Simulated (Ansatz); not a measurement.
Input file:

```yaml
crystal:
  periodic: [false, false, false]
  atoms:
    - {symbol: Sc, position_ang: [0.000000, 0.000000, 0.000000]}
    - {symbol: B, position_ang: [0.000000, 0.000000, 3.011000]}
basis:
  gaussian: {orbitals: def2-SVP}
magnetization: {spin_polarized: true, initial_magnetization: 2}
correlation: {method: ccsdt_q, electrons: outside_noble_gas}
```

```sh
$ ansatz run in.yaml --threads 1 --pin off --events-out ev --progress --plain --max-ram 2393MiB
```

Output:

```
843 factors; integrals over basis functions are off by at most 2.4e-7 eV
mean field evaluation 1: about -21332.0279 eV, gradient 1.3e1 eV
mean field evaluation 2: about -21332.0378 eV, gradient 1.3e1 eV
mean field evaluation 4: about -21335.0704 eV, gradient 1.6e0 eV
mean field evaluation 8: about -21335.1879 eV, gradient 4.3e-1 eV
mean field evaluation 16: about -21337.5936 eV, gradient 1.1e-1 eV
mean field evaluation 32: about -21337.6851 eV, gradient 3.2e-1 eV
mean field evaluation 64: about -21337.7270 eV, gradient 3.3e-2 eV
mean field evaluation 96: about -21336.9101 eV, gradient 3.6e-3 eV
mean field evaluation 128: about -21336.1689 eV, gradient 3.7e-1 eV
mean field evaluation 160: about -21334.6947 eV, gradient 2.3e0 eV
...
cycle  70  -3.07586569 eV  change   -1.8e-6 eV  update   2.7e-6
cycle  71  -3.07586699 eV  change   -1.3e-6 eV  update   3.3e-6
cycle  72  -3.07586704 eV  change   -5.1e-8 eV  update   2.2e-6
cycle  73  -3.07586670 eV  change    3.4e-7 eV  update   1.7e-6
cycle  74  -3.07586681 eV  change   -1.1e-7 eV  update   1.5e-6
cycle  75  -3.07586678 eV  change    2.7e-8 eV  update   1.3e-6
cycle  76  -3.07586696 eV  change   -1.8e-7 eV  update   1.2e-6
cycle  77  -3.07586711 eV  change   -1.5e-7 eV  update   1.3e-6
cycle  78  -3.07586658 eV  change    5.3e-7 eV  update   7.1e-7
cycle  79  -3.07586633 eV  change    2.6e-7 eV  update   6.0e-7
perturbative correction -0.01183561 eV, -0.0004349507 hartree
Total energy: -21340.24745108 eV, -784.2396288879 hartree
```

Ran on 1 thread of Arm Neoverse N1, shared host: 2.3 min wall, 0.16 GiB peak host memory.
